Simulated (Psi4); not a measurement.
# BN2H5 (SMILES NBN) at B3LYP/6-31G(d) (Cartesian functions)

What is the vertical electron affinity of BN2H5 at B3LYP/6-31G* (Cartesian functions)? 

The results are computed with Psi4 1.11.

1 further run of the same task is left out (it didn't finish).

## Step 1: The structure to begin with

BN2H5 has 8 atoms, charge 0, and is taken as a singlet. SMILES: `NBN`. The coordinates come from a PBE0-D4/def2-TZVP relaxation.

Bond lengths: N1–B2 1.409 Å, B2–N3 1.409 Å, N1–H4 1.005 Å, N1–H5 1.002 Å, B2–H6 1.200 Å, N3–H7 1.003 Å, N3–H8 1.005 Å. Angles: N1–B2–N3 122.9°, N1–B2–H6 118.5°, N3–B2–H6 118.5°, B2–N1–H4 124.5°, B2–N1–H5 121.9°, B2–N3–H7 121.9°, B2–N3–H8 124.5°, H4–N1–H5 113.6°, H7–N3–H8 113.6°.

## Step 2: Energy and forces at B3LYP/6-31G(d) (Cartesian functions)

calc.inp reads:

```
memory 1600 mb

molecule {
  0 1
  N     -0.971000     0.516500    -0.581100
  B      0.194200     0.386600     0.200500
  N      0.848200    -0.845200     0.401400
  H     -1.426800    -0.244500    -1.053400
  H     -1.423900     1.400900    -0.713700
  H      0.649700     1.368600     0.718000
  H      1.676700    -0.919800     0.960900
  H      0.545000    -1.720300     0.011600
  symmetry c1
  no_reorient
  no_com
}

set {
  puream               false
  e_convergence        1e-09
  d_convergence        1e-08
  scf_type             pk
  dft_radial_points    99
  dft_spherical_points 590
}

E, wfn = gradient('b3lyp/6-31G*', return_wfn=True)
oeprop(wfn, 'MAYER_INDICES', 'MULLIKEN_CHARGES', 'DIPOLE', title='B3LYP')
```

On the command line:

```bash
$ psi4 calc.inp calc.out -n 1
```

calc.out:

```text
[...]
  Running in c1 symmetry.
[...]
  Nuclear repulsion =   68.852594815844668
[...]
  Multiplicity = 1
[...]
  Nalpha       = 12
  Nbeta        = 12
[...]
    Number of basis functions: 55
[...]
   @RKS iter   1:  -137.05013112979856   -1.83193e-01   1.71657e-02 DIIS/ADIIS
[...]
   @RKS iter  10:  -137.43856159306432   -4.07283e-11   4.50438e-09 DIIS
[...]
  @RKS Final Energy:  -137.43856159306432
   => Energetics <=
    Nuclear Repulsion Energy =             68.8525948158446681
    One-Electron Energy =                -321.5719192786100962
    Two-Electron Energy =                 131.3330540840983929
    DFT Exchange-Correlation Energy =     -16.0522912143972718
    Empirical Dispersion Energy =           0.0000000000000000
    VV10 Nonlocal Energy =                  0.0000000000000000
    Total Energy =                       -137.4385615930643212
[...]
  -Total Gradient:
     Atom            X                  Y                   Z
    ------   -----------------  -----------------  -----------------
       1        0.000471188498    -0.000694298200     0.000185315522
       2       -0.001851244914    -0.004035527354    -0.002116925428
       3       -0.000811202688     0.000088798959    -0.000543544006
       4        0.002510035325     0.003503762489     0.002459978034
       5        0.002423419638    -0.004060037028     0.000848686353
       6       -0.000060796203    -0.000123122186    -0.000065929942
       7       -0.003912024802     0.000728667279    -0.002563616665
       8        0.001230844984     0.004592231073     0.001796286562
[...]
 Multipole Moments:
 ------------------------------------------------------------------------------------
     Multipole            Electronic (a.u.)      Nuclear  (a.u.)        Total (a.u.)
 ------------------------------------------------------------------------------------
 L = 1.  Multiply by 2.5417464519 to convert [e a0] to [Debye]
 Dipole X            :         -0.4717569            0.2496328           -0.2221241
 Dipole Y            :          0.4339506           -0.9127377           -0.4787871
 Dipole Z            :          0.3752402           -0.6273891           -0.2521489
 Magnitude           :                                                    0.5849404
[...]
  Mulliken Charges: (a.u.)
   Center  Symbol    Alpha    Beta     Spin     Total
       1     N     3.86901  3.86901  0.00000 -0.73801
       2     B     2.34221  2.34221  0.00000  0.31559
       3     N     3.86900  3.86900  0.00000 -0.73801
       4     H     0.35004  0.35004  0.00000  0.29992
       5     H     0.34167  0.34167  0.00000  0.31666
       6     H     0.53638  0.53638  0.00000 -0.07275
       7     H     0.34167  0.34167  0.00000  0.31665
       8     H     0.35002  0.35002  0.00000  0.29995
   Total alpha = 12.00000, Total beta = 12.00000, Total charge =  0.00000
[...]
```

Run time: 12 s. Hardware: 1 thread of AMD EPYC 7B13 (Zen 3), shared host; peak memory 0.9 GiB.

## Step 3: The doublet anion: a single-point energy at UB3LYP/6-31G(d) (Cartesian functions)

bh5n2.py reads:

```python
import psi4

psi4.set_memory('1600 MB')
psi4.set_num_threads(1)
psi4.set_output_file('run.log', False)

molecule = psi4.geometry("""
-1 2
N     -0.971000     0.516500    -0.581100
B      0.194200     0.386600     0.200500
N      0.848200    -0.845200     0.401400
H     -1.426800    -0.244500    -1.053400
H     -1.423900     1.400900    -0.713700
H      0.649700     1.368600     0.718000
H      1.676700    -0.919800     0.960900
H      0.545000    -1.720300     0.011600
symmetry c1
no_reorient
no_com
""")

psi4.set_options({
    'basis': '6-31G*',
    'reference': 'uks',
    'puream': False,
    'e_convergence': 1e-09,
    'd_convergence': 1e-08,
    'scf_type': 'pk',
    'dft_radial_points': 99,
    'dft_spherical_points': 590,
    'maxiter': 100,
})

E, wfn = psi4.energy('B3LYP', return_wfn=True)
psi4.oeprop(wfn, 'DIPOLE', 'QUADRUPOLE', 'WIBERG_LOWDIN_INDICES')
print(f'B3LYP energy: {E:.10f} Eh')
```

On the command line:

```bash
$ python bh5n2.py
```

run.log:

```text
[...]
  Running in c1 symmetry.
[...]
  Nuclear repulsion =   68.852594815844668
[...]
  Multiplicity = 2
[...]
  Nalpha       = 13
  Nbeta        = 12
[...]
    Number of basis functions: 55
[...]
   @UKS iter   1:  -136.63152206415785    2.35416e-01   2.05692e-02 DIIS/ADIIS
[...]
   @UKS iter  13:  -137.27694636967294   -3.21165e-12   6.42757e-09 DIIS
[...]
   @S^2 Observed:                7.512697428E-01
[...]
    Orbital Energies [Eh]
    ---------------------
    Alpha Occupied:
       1A    -14.063229     2A    -14.063221     3A     -6.506768
       4A     -0.626753     5A     -0.598227     6A     -0.290086
       7A     -0.275527     8A     -0.247917     9A     -0.187783
      10A     -0.122395    11A     -0.077206    12A     -0.002501
      13A      0.235800
    Alpha Virtual:
      14A      0.290164    15A      0.299072    16A      0.321754
      17A      0.365721    18A      0.422258    19A      0.474204
      20A      0.507060    21A      0.664361    22A      0.682771
      23A      0.801953    24A      0.813129    25A      0.938409
[...]
  @UKS Final Energy:  -137.27694636967294
   => Energetics <=
    Nuclear Repulsion Energy =             68.8525948158446681
    One-Electron Energy =                -326.7569573269514649
    Two-Electron Energy =                 136.8752662834963587
    DFT Exchange-Correlation Energy =     -16.2478501420625072
    Empirical Dispersion Energy =           0.0000000000000000
    VV10 Nonlocal Energy =                  0.0000000000000000
    Total Energy =                       -137.2769463696729417
[...]
 Multipole Moments:
 ------------------------------------------------------------------------------------
     Multipole            Electronic (a.u.)      Nuclear  (a.u.)        Total (a.u.)
 ------------------------------------------------------------------------------------
 L = 1.  Multiply by 2.5417464519 to convert [e a0] to [Debye]
 Dipole X            :         -0.2222454            0.2496328            0.0273875
 Dipole Y            :          1.0320726           -0.9127377            0.1193349
 Dipole Z            :          0.6965028           -0.6273891            0.0691137
 Magnitude           :                                                    0.1405973
 L = 2.  Multiply by 1.3450342976 to convert [e a0^2] to [Debye ang]
 Quadrupole XX       :        -91.1934693           69.3438843          -21.8495850
 Quadrupole XY       :         42.6015818          -40.6746213            1.9269605
[...]
```

The script printed:

```text
B3LYP energy: -137.2769463697 Eh
```

Wall time 21 s (1 thread of AMD EPYC 7B13 (Zen 3), shared host); peak memory 0.9 GiB.

## Step 4: Outcome

Level: B3LYP/6-31G* (Cartesian functions).

| quantity | value |
| --- | --- |
| singlet BN2H5: total energy | -137.43856 Eh |
| singlet BN2H5: dipole moment | 1.49 D |
| singlet BN2H5: HOMO energy | -6.11 eV |
| singlet BN2H5: LUMO energy | 2.40 eV |
| singlet BN2H5: HOMO–LUMO gap | 8.51 eV |
| singlet BN2H5: largest force on an atom | 0.261 eV/Å |
| doublet anion: total energy | -137.27695 Eh |
| doublet anion: HOMO energy (highest over α and β) | 6.42 eV |
| doublet anion: LUMO energy (lowest over α and β) | 7.90 eV |
| doublet anion: ⟨S²⟩ | 0.751 |
| vertical electron affinity (to the doublet anion) | -4.398 eV |

In words: The anion lies 4.40 eV (101 kcal/mol) above the neutral: the electron isn't bound at this level, and such a value depends on the basis. Without diffuse functions anions come out too high. The largest force (singlet BN2H5) is 0.26 eV/Å: the shape isn't a stationary point for this species at this level. Mulliken charges (singlet BN2H5) run from -0.74 on N1 to +0.32 on H5. The HOMO (doublet anion) lies at positive energy, 6.42 eV; only total energies tell whether the electron is bound.
